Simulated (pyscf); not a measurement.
This saddle point was located with ωB97X-D3(BJ)/def2-SVP in PySCF.

```xyz
8

Se     0.5642    -0.9221     2.3166
Si     0.9239    -0.0595     0.2655
H     -1.2099    -1.3004     1.6525
H     -0.4240     0.1162    -0.3732
H      1.7374    -0.9714    -0.5857
H      1.5948     1.2685     0.3315
H     -1.2687    -0.3854     2.0270
H     -2.0753    -0.7775     1.5490
```

Surface: singlet, charge 0. Lowest wavenumbers (cm⁻¹): 2645i, 197, 238, 432, 583.

What reaction is this the transition state of?

`[SiH3][SeH]` + `[H][H]` <-> `[SiH3][SeH]` + `[H][H]`, a four-centre exchange read from left to right: H–Se, H–H broken and H–Se, H–H formed. At ωB97M-D3(BJ)/def2-TZVP it lies +67.2 kcal/mol from the left side and +67.2 kcal/mol from the right (each side as separated species at their lowest minima found). The same reactants have a lower exit, to H₂Se + SiH₄ (barrier +56.9 kcal/mol at ωB97M-D3(BJ)/def2-TZVP, against +67.2 kcal/mol here). Another saddle between the same species, by other bonds, lies lower (63.6 kcal/mol against 67.2 kcal/mol at ωB97M-D3(BJ)/def2-TZVP). Elements up to Kr have no core potential and no relativistic terms here.
